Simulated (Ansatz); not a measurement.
C₃H₂O₂, SMILES `C#CC(=O)O` at its PBE0-D4/def2-TZVP geometry, where that method's forces vanish. Total charge 0; spin multiplicity 1.

| atom | x (Å) | y (Å) | z (Å) |
| --- | --- | --- | --- |
| C1 | 0.558 | 1.022 | -1.524 |
| C2 | 0.151 | 0.450 | -0.553 |
| C3 | -0.382 | -0.189 | 0.627 |
| O4 | -1.246 | 0.281 | 1.314 |
| O5 | 0.205 | -1.368 | 0.861 |
| H6 | 0.920 | 1.531 | -2.387 |
| H7 | -0.205 | -1.726 | 1.662 |

(1) For each bond, give half the difference of the two atoms' forces along it (eV/Å; positive pushes the atoms apart) under PBE-D4, r2SCAN-D4, B3LYP-D4, ωB97M-V in def2-TZVPP. (Estimate.)

Answers

(1) Ansatz gave: 
```tsv
bond	length (Å)	PBE-D4	r2SCAN-D4	B3LYP-D4	ωB97M-V
C1–C2	1.199	1.05	0.44	-0.01	-0.43
C1–H6	1.065	-0.42	-0.26	-0.10	0.07
C2–C3	1.444	-0.95	-0.46	-0.12	0.42
C3–O4	1.200	1.05	0.42	0.23	-0.12
C3–O5	1.339	0.40	0.30	0.28	0.14
O5–H7	0.968	0.37	0.01	-0.06	-0.11
```

B3LYP here is the variant with VWN-RPA as its local correlation; programs differ in this.
